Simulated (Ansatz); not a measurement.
fcc against bcc along the alkaline-earth metals

All numbers below come from DFT, BLYP, plane waves (420 eV) with PAW, scalar-relativistic (Ansatz). (PAW data from PBE, frozen cores regenerated.)

Each structure is relaxed within its symmetry, in the lowest magnetic state of the tried starts. Differences under about 8 meV lie within the error of the k-point mesh.

```
element  E(fcc) − E(bcc) (meV/atom)  V(fcc) (Å³/atom)  V(bcc) (Å³/atom)       state of fcc       state of bcc
     Be                         -26              7.89              7.83  spin not included  spin not included
     Mg                         -23             23.72             23.50  spin not included  spin not included
     Ca                         -15             42.55             42.37  spin not included  spin not included
     Sr                          -7             56.32             55.56  spin not included  spin not included
     Ba                          11             67.18             66.44  spin not included  spin not included
```
